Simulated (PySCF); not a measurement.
# C4H7NO (cyclopropanecarboxamide): the cost of one run

Programs: PySCF 2.14.0, with routines of our own; each step states its level. All values are computed. Atoms count from 0.

### Step 1. The system as given

13 atoms, charge 0, multiplicity 1; geometry from: GFN2-xTB.

### Step 2. Relaxing the molecule at PBE0-D3(BJ)/def2-TZVP

What the job is given:

```
{"job": {"xc": "PBE0", "basis": "def2-TZVP", "d3": "d3bj", "grid": 2, "kind": "geom"}, "charge": 0, "multiplicity": 1}
N      2.126783     0.503089     0.376936
C      0.807117     0.384960     0.675910
O      0.369953     0.686531     1.765247
C     -0.034569    -0.140109    -0.437159
C     -1.192118    -1.033126    -0.064628
C     -1.456080     0.356388    -0.522979
H      2.750837     0.847857     1.086795
H      2.506274     0.250505    -0.516657
H      0.488548    -0.347743    -1.361984
H     -1.314855    -1.245702     0.986221
H     -1.424637    -1.857369    -0.721746
H     -1.876846     0.515838    -1.504156
H     -1.754794     1.079367     0.220473
```

Started as:

```bash
> OMP_NUM_THREADS=1 python excited_run.py task.json out
```

This one command runs all jobs of the session in turn.

**Question.** How long does this first job take on 1 thread of Intel Xeon Platinum 8488C, shared host, and how much memory does it need?

About 2.3 min, with a peak of 0.92 GiB.
